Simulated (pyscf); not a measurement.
`[Cl][InH2]` + `[H][H]` → `[InH3]` + `[ClH]` (four-centre exchange; singlet surface; Cl–In, H–H broken, H–In, Cl–H formed). Optimised with ωB97X-D3(BJ)/def2-SVP in PySCF. Energies in eV from the separated reactants.

```csv
level,barrier,reaction energy
PBE/def2-TZVP,1.04,+1.18
r²SCAN/def2-TZVP,?,+1.26
B3LYP-D3(BJ)/def2-TZVP,?,?
M06-2X/def2-TZVP,1.35,+1.39
ωB97M-D3(BJ)/def2-TZVP,1.28,+1.14
HF/def2-TZVP,1.84,+1.17
```

Q: What belongs in the gaps?

A: 
- r²SCAN/def2-TZVP, barrier: 1.11
- B3LYP-D3(BJ)/def2-TZVP, barrier: 1.23
- B3LYP-D3(BJ)/def2-TZVP, reaction energy: +1.22

On the product side the descent ends in an adduct with a Cl–In contact, 0.32 eV under the separated species and 0.32 eV under the saddle at ωB97X-D3(BJ)/def2-TZVP. At PBE, r²SCAN, M06-2X the saddle lies under the separated products, which points to a path from their complex (located at ωB97X-D3(BJ) alone), and parting the products costs more than the saddle. What is counted as broken (Cl–In) persists as a longer contact in the product adduct; parting that adduct is a step of its own. This is the saddle that the search found; another between the same sides may lie lower. Elements past Kr carry the def2 core potentials, without spin-orbit coupling.
